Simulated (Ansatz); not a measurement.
Geometry optimisation, RKS PBE0/6-31G (Ansatz).

Input file:

```yaml
crystal:
  periodic: [false, false, false]
  atoms:
    - { symbol: C, position_ang: [-1.3293, 0.9441, -0.4773] }
    - { symbol: C, position_ang: [-0.3989, 0.2764, 0.4194] }
    - { symbol: C, position_ang: [1.0534, 0.2822, -0.0227] }
    - { symbol: C, position_ang: [1.1469, -1.177, 0.4358] }
    - { symbol: "N", position_ang: [-0.3933, -1.205, 0.2141] }
    - { symbol: H, position_ang: [-2.4095, 0.7846, -0.1961] }
    - { symbol: H, position_ang: [-1.2122, 2.0756, -0.4227] }
    - { symbol: H, position_ang: [-1.2154, 0.7143, -1.5444] }
    - { symbol: H, position_ang: [-0.5338, 0.5835, 1.5131] }
    - { symbol: H, position_ang: [1.2584, 0.4161, -1.0601] }
    - { symbol: H, position_ang: [1.7394, 0.947, 0.5694] }
    - { symbol: H, position_ang: [1.6517, -1.8747, -0.1757] }
    - { symbol: H, position_ang: [1.3156, -1.3185, 1.4685] }
    - { symbol: H, position_ang: [-0.6859, -1.4776, -0.6924] }
basis:
  gaussian: { orbitals: "6-31G" }
hamiltonian:
  xc: pbe0
relax:
  f_tol: 0.02
  max_steps: 40
scf:
  lower_state_search: "off"
```

Command:

```bash
$ ansatz run input.yaml --threads 1 --pin off --max-ram 2048MiB --backend cpu --events-out ev --progress --plain --runs-dir out
```

Task: Where does it end, and by what steps?

Result: The forces met the threshold. Limits of this set-up: no polarisation functions. After 13 steps the energy has fallen by 0.767 eV; H14 moved furthest, 1.13 Å.

| step | energy less start (eV) | largest force component (eV/Å) | accepted |
| --- | --- | --- | --- |
| 0 | 0.0000 | 3.082 | yes |
| 1 | -0.5691 | 1.115 | yes |
| 2 | -0.6251 | 0.547 | yes |
| 3 | -0.6371 | 0.186 | yes |
| 4 | -0.6505 | 0.169 | yes |
| 5 | -0.6773 | 0.374 | yes |
| 6 | -0.6845 | 0.718 | yes |
| 7 | -0.7386 | 0.094 | yes |
| 8 | -0.7605 | 0.087 | yes |
| 9 | -0.7492 | 0.586 | no |
| 10 | -0.7659 | 0.040 | yes |
| 11 | -0.7662 | 0.057 | yes |
| 12 | -0.7667 | 0.029 | yes |
| 13 | -0.7668 | 0.011 | yes |

```xyz
14
Properties=species:S:1:pos:R:3
C -1.244 0.838 -0.689
C -0.414 0.394 0.508
C 1.125 0.399 0.266
C 1.036 -1.144 0.131
N -0.327 -1.079 0.709
H -2.304 0.593 -0.545
H -1.171 1.922 -0.836
H -0.901 0.346 -1.608
H -0.744 0.924 1.409
H 1.465 0.949 -0.615
H 1.696 0.721 1.139
H 1.086 -1.484 -0.914
H 1.748 -1.729 0.721
H -1.064 -1.678 0.354
```

Whether the end is a true minimum wasn't checked by a vibrational analysis.

Run time: 43 s on 1 thread of Arm Neoverse V1, on a shared host, peak memory 0.12 GiB.
